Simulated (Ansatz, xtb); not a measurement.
**Two isomers of C5H10**

Structure X is `C1CCCC1`, a singlet and structure Y is `CC=C(C)C`, a singlet. Both are isolated molecules in the gas phase, relaxed with B3LYP/6-31G*; the shapes shown needn't be the lowest conformers.

X (Å):

```tsv
atom	x (Å)	y (Å)	z (Å)
C	-1.2991	-0.7453	-0.5356
C	-1.8971	-1.5657	0.6245
C	-0.7129	-2.4066	1.1837
C	0.5781	-1.7942	0.5650
C	0.1344	-0.4571	-0.0621
H	-1.8742	0.1600	-0.7608
H	-1.2703	-1.3507	-1.4523
H	-2.7446	-2.1854	0.3122
H	-2.2709	-0.8834	1.3984
H	-0.8107	-3.4633	0.9118
H	-0.6898	-2.3682	2.2783
H	0.9673	-2.4545	-0.2201
H	1.3804	-1.6699	1.3004
H	0.1182	0.3328	0.7016
H	0.7994	-0.1199	-0.8653
```

Y (Å):

```xyz
15

C    -2.1521   -2.2058   -0.9007
C    -1.6543   -1.5808    0.3728
C    -0.4033   -1.2163    0.6943
C     0.8000   -1.3714   -0.2040
C    -0.1014   -0.5976    2.0396
H    -1.3627   -2.3674   -1.6397
H    -2.6241   -3.1778   -0.7005
H    -2.9224   -1.5774   -1.3692
H    -2.4288   -1.4094    1.1226
H     1.2720   -0.3967   -0.3920
H     1.5650   -1.9971    0.2772
H     0.5637   -1.8195   -1.1719
H     0.6329   -1.1972    2.5965
H     0.3389    0.4035    1.9264
H    -1.0002   -0.5039    2.6575
```

**Question.** Estimate E(Y) − E(X) at the level CCSD(T)/def2-SVP + ΔMP2/def2-TZVPP.

**Answer.** Calculated at CCSD(T)/def2-SVP + ΔMP2/def2-TZVPP: E(Y) − E(X) = +0.452 eV, so structure X lies lower.

The same difference at several levels:

```csv
level,geometry,E(Y) − E(X) (eV),departure from the last row (eV),"job, with rough time for the two"
GFN2-xTB,GFN2-xTB,+0.924,+0.472,"optimisation, 0.11 s"
HF/STO-3G,GFN2-xTB,+1.778,+1.326,"single point, 0.32 s"
r2SCAN-D4/def2-SVP,GFN2-xTB,+0.511,+0.059,"single point, 2.6 s"
B3LYP/6-31G*,B3LYP/6-31G*,+0.378,−0.074,"optimisation, 18 s"
HF/def2-SVP,B3LYP/6-31G*,+0.404,−0.048,part of the CCSD(T) run
MP2/def2-SVP,B3LYP/6-31G*,+0.556,+0.104,part of the CCSD(T) run
CCSD(T)/def2-SVP,B3LYP/6-31G*,+0.478,+0.026,single point
CCSD(T)/def2-SVP + ΔMP2/def2-TZVPP,B3LYP/6-31G*,+0.452,,"single point, 33 s"
```

As drawn, Y has 1 C=C in place of 2 C–C. Structure X has a 5-membered ring, Y no ring.

The levels shown agree on the order. The largest departure from CCSD(T)/def2-SVP + ΔMP2/def2-TZVPP is that of HF/STO-3G, 1.326 eV. A small imaginary or near-zero mode remains, so no thermal terms are given. The last row adds to CCSD(T) the change of the MP2 difference between the two basis sets, here −0.026 eV.

The correlated steps freeze 5 core orbitals. Run with Ansatz 0.2.0, xtb 6.7.1; the last row on 2 threads of Intel(R) Xeon(R) Platinum 8488C (Sapphire Rapids) on a shared host.
